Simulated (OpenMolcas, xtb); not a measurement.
## C2H5B (SMILES BC=C): the electronic atomisation energy, rung by rung

C2H5B has 8 atoms, charge 0, and is taken as a singlet. As SMILES, `BC=C`. The coordinates come from a PBE0-D4/def2-TZVP relaxation.

```xyz
8

B    -0.6192    0.8763   -0.6939
C     0.3220    0.2735    0.3575
C     0.4595   -1.0543    0.4655
H    -1.2264    0.1359   -1.4148
H    -0.7628    2.0583   -0.8134
H     0.8974    0.8995    1.0373
H    -0.0927   -1.7225   -0.1894
H     1.1143   -1.5238    1.1955
```

Each level gives the electronic atomisation energy (eV). The values are calculated. Electronic energies at fixed atoms, without zero-point motion or spin-orbit coupling.

```
          level            kind     program  value (eV)
       GFN0-xTB  semi-empirical         xtb       33.88
   HF/6-311+G**    Hartree–Fock  OpenMolcas       24.71
SVWN5/6-311+G**             LDA  OpenMolcas       35.83
 BLYP/6-311+G**             GGA  OpenMolcas       31.68
  PBE/6-311+G**             GGA  OpenMolcas       32.37
 TPSS/6-311+G**        meta-GGA  OpenMolcas       32.21
BHLYP/6-311+G**   global hybrid  OpenMolcas       31.28
```

The values span 24.71 to 35.83 eV. The xTB rows lack spin polarisation, so open shells miss the exchange term that lowers them.
